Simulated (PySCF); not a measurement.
Several orderings of computed values.

Species are written as SMILES; each is one conformer at its optimised geometry, gas phase, non-relativistic unless stated. Electronic properties by PySCF.

Dipoles, sizes and rotational constants follow the conformer. The torsions of the flexible species, by atom-mapped SMILES:
- `[SiH3:1][SiH:2]([SiH3:3])[CH2:4][Cl:5]`: Si1–Si2–C4–Cl5 52°
- `[CH3:1][CH2:2]/[CH:3]=[CH:4]\[F:5]`: C1–C2–C3–C4 -121°
- `[F:1][CH:2]([F:3])[SiH2:4][Se:5][SiH3:6]`: F1–C2–Si4–Se5 64°, C2–Si4–Se5–Si6 -63°
- `[CH3:1][C:2]([CH3:3])([CH3:4])[GeH2:5][SH:6]`: C1–C2–Ge5–S6 -60°, H–S6–Ge5–C2 72°

Question: Rank by static isotropic polarisability, lowest first (CAM-B3LYP/def2-SVPD at PBE0-D3(BJ)/def2-SVP geometries).
A. `[SiH](CCl)([SiH3])[SiH3]`
B. `CC/C=C\F`
C. `[Na][Na]`
D. `F[C]([GeH2][C](F)(F)F)(F)F`
E. `FC1CCC1`
F. `C[C](C)(C)[GeH2][SH]`
G. `FC(F)[SiH2][Se][SiH3]`

Answer: E (47.3 au), B (51.9 au), D (59.8 au), G (97.3 au), F (102.9 au), A (116.8 au), C (234.5 au).

Question: By how much do the two ends of that ranking differ?

Answer: By 187.2 au, between `[Na][Na]` and `FC1CCC1`.

Question: Rank by HOMO energy, highest first (CAM-B3LYP/def2-SVPD at PBE0-D3(BJ)/def2-SVP geometries).
A. `C[C](C)([GeH2][SH])C`
B. `[Na][Na]`
C. `F/C=C\CC`
D. `FC1CCC1`
E. `F[C](F)([GeH2][C](F)(F)F)F`

Answer: B (-4.34 eV), A (-8.34 eV), C (-8.64 eV), D (-10.20 eV), E (-11.20 eV).

Question: By how much do the two ends of that ranking differ?

Answer: By 6.86 eV, between `[Na][Na]` and `[H][Ge]([H])([C](F)(F)F)[C](F)(F)F`.

Question: Rank by HOMO–LUMO gap, highest first (CAM-B3LYP/def2-SVPD at PBE0-D3(BJ)/def2-SVP geometries).
A. `FC(F)[SiH2][Se][SiH3]`
B. `[Na][Na]`
C. `FC1CCC1`
D. `[H][Ge]([H])([C](F)(F)F)[C](F)(F)F`
E. `CC/C=C\F`
F. `[SiH3][SiH]([SiH3])CCl`
G. `[GeH2]([SH])[C](C)(C)C`

Answer: D (11.87 eV), C (11.64 eV), E (9.93 eV), F (9.58 eV), G (9.16 eV), A (8.81 eV), B (3.58 eV).

Question: Rank by vertical ionisation energy, lowest first (ΔSCF CAM-B3LYP/def2-SVPD at PBE0-D3(BJ)/def2-SVP geometries).
A. `C[C](C)(C)[GeH2][SH]`
B. `[Na][Na]`
C. `[SiH3][SiH]([SiH3])CCl`
D. `FC(F)[SiH2][Se][SiH3]`
E. `FC1CCC1`
F. `CC/C=C\F`

Answer: B (5.09 eV), A (9.10 eV), D (9.31 eV), F (9.65 eV), C (9.80 eV), E (11.18 eV).

Question: Rank by smallest rotational constant, highest first (PBE0-D3(BJ)/def2-SVP).
A. `CC/C=C\F`
B. `C[C](C)([GeH2][SH])C`
C. `[SiH3][SiH](CCl)[SiH3]`
D. `FC1CCC1`
E. `C/C=C(\C)F`
F. `[Na][Na]`
G. `C(F)(F)[SiH2][Se][SiH3]`

Answer: F (4.498 GHz), D (3.440 GHz), E (2.632 GHz), A (2.427 GHz), B (1.112 GHz), C (0.770 GHz), G (0.684 GHz).

Question: By how much do the two ends of that ranking differ?

Answer: By 3.814 GHz, between `[Na][Na]` and `FC(F)[SiH2][Se][SiH3]`.

Question: Rank by lowest triplet excitation (Tamm–Dancoff), highest first (TDA CAM-B3LYP/def2-SVPD at PBE0-D3(BJ)/def2-SVP geometries).
A. `FC1CCC1`
B. `FC(F)[SiH2][Se][SiH3]`
C. `C[C](C)(C)[GeH2][SH]`
D. `[H][Ge]([H])([C](F)(F)F)[C](F)(F)F`
E. `[Na][Na]`

Answer: A (8.30 eV), D (7.82 eV), C (5.46 eV), B (5.18 eV), E (0.96 eV).
